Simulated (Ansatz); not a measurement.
# CF4 + H2O: molecular dynamics

The plan is to follow the two partners and see whether they stay together, part or react. The start is relaxed first. Runs: 311 steps of 1 fs under a Langevin thermostat at 200 K. SMILES of the start: O.FC(F)(F)F.

All numbers below are computed with Ansatz 0.2.0 (RKS B3LYP-D4/STO-3G).

## 1. The starting structure

Bond lengths: O1–H2 0.961 Å, O1–H3 0.961 Å, F4–C5 1.309 Å, C5–F6 1.311 Å, C5–F7 1.312 Å, C5–F8 1.323 Å. Angles: H2–O1–H3 106.8°, F4–C5–F6 110.4°, F4–C5–F7 110.4°, F4–C5–F8 108.8°, F6–C5–F7 109.9°, F6–C5–F8 108.8°, F7–C5–F8 108.6°.

Structure file:

```xyz
8

O    -0.0547   -0.0438   -1.7099
H    -0.1532   -0.4536   -2.5734
H     0.4125    0.7845   -1.8478
F    -0.5204   -1.2290    0.8679
C    -0.0421   -0.0602    1.2138
F     1.1605    0.1058    0.7176
F    -0.8334    0.9002    0.7980
F     0.0308   -0.0040    2.5338
```

## 2. Preparing the start

input.yaml

```yaml
crystal:
  periodic: [false, false, false]
  atoms:
    - { symbol: O, position_ang: [-0.0547, -0.0438, -1.7099] }
    - { symbol: H, position_ang: [-0.1532, -0.4536, -2.5734] }
    - { symbol: H, position_ang: [0.4125, 0.7845, -1.8478] }
    - { symbol: F, position_ang: [-0.5204, -1.229, 0.8679] }
    - { symbol: C, position_ang: [-0.0421, -0.0602, 1.2138] }
    - { symbol: F, position_ang: [1.1605, 0.1058, 0.7176] }
    - { symbol: F, position_ang: [-0.8334, 0.9002, 0.798] }
    - { symbol: F, position_ang: [0.0308, -0.004, 2.5338] }
basis:
  gaussian: { orbitals: STO-3G }
hamiltonian:
  xc: b3lyp
  dispersion: d4
relax:
  f_tol: 0.02
  max_steps: 40
```

Started as:

```bash
> ansatz run input.yaml --threads 1 --pin off --max-ram 2048MiB --backend cpu --events-out ev --progress --plain --runs-dir out
```

The runs that follow: The run.

Q: Predict the outcome of this session. Wanted: relaxation of the start; temperature, first and last step; temperature, second half; potential energy, second half; bonds formed or broken.

The runs gave:

```
                        quantity                         value
         relaxation of the start      29 moves, 1.414 eV lower
                          length             311 steps of 1 fs
temperature, first and last step                 175 and 152 K
        temperature, second half  mean 140 K, from 59 to 226 K
   potential energy, second half    +9 meV/atom from the start
          bonds formed or broken                             0
```

**Reading.** Against a set 200 K the second half averages 140 K with a spread of 33 K; 9 meV/atom has gone into potential energy, and a thermostat that acts over some 200 fs has not made it up in 311 fs. The bonding pattern survives the run. The partners' closest contact goes from 1.62 to 1.76 Å: a distance as short as a bond, so the partners are bound or have reacted. A run of 311 fs with 8 atoms shows the motion but fixes no equilibrium value. The nuclei move classically, without zero-point motion, which matters most for hydrogen. In so small a basis the energies are only a sketch.
